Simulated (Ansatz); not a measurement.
## [AlH2···H···CH3], doublet: transfer scan

Starting geometry:

```xyz
8

Al   -1.0198    0.0000    0.0000
H    -1.8127    1.3734    0.0000
H    -1.8127   -1.3734    0.0000
H     0.5661    0.0000    0.0000
C     2.0352    0.0000    0.0000
H     2.0352   -1.0800    0.0000
H     2.0352    0.5400    0.9353
H     2.0352    0.5400   -0.9353
```

From there H4 is moved from one fragment to the other while all else, the fragments' distance too, stays fixed; atoms are numbered as listed. Energies are in eV, counted from the starting geometry at the same level. Kohn–Sham curves are unrestricted where that lies lower.

Basis cc-pVDZ; Ansatz 0.2.0. Correlated methods freeze the noble-gas cores. Prefix R: restricted or restricted open-shell reference; prefix U: unrestricted.

In so small a basis the reference is far from its limit while semilocal and hybrid functionals are nearer theirs (RPA and double hybrids share much of the reference's basis error), so the functionals' errors here hold much of the reference's basis and frozen-core error, which can add to them or hide them.

Full CI isn't at hand for all of this; UCCSDT(Q) serves as the reference, and is uncertain by about the last step of the cluster series.

```tsv
distance Al1-H4 (Å)	UCCSDT(Q)	PBE	r2SCAN	B97M-V	PBE0	B3LYP	wB97M-V	B2PLYP	RPA-PBE
1.586	0.000	0.000	0.000	0.000	0.000	0.000	0.000	0.000	0.000
1.640	-0.045	-0.086	-0.062	-0.070	-0.069	-0.056	-0.057	-0.050	-0.065
1.748	-0.149	-0.231	-0.178	-0.195	-0.199	-0.164	-0.183	-0.158	-0.200
1.857	-0.251	-0.322	-0.265	-0.283	-0.302	-0.249	-0.301	-0.257	-0.314
1.965	-0.218	-0.253	-0.212	-0.235	-0.261	-0.199	-0.278	-0.223	-0.274
```

(1) Judged by the spread of the error over the points with a reference (largest less smallest), which of these follows UCCSDT(Q) best and which worst?

Results:

(1) Subtracting the UCCSDT(Q) column from each: best B2PLYP (errors from -0.008 to 0.000, spread 0.008 eV), worst PBE (from -0.082 to 0.000, spread 0.082 eV). Functionals and wave-function methods converge differently with the basis, so part of this is basis effect.
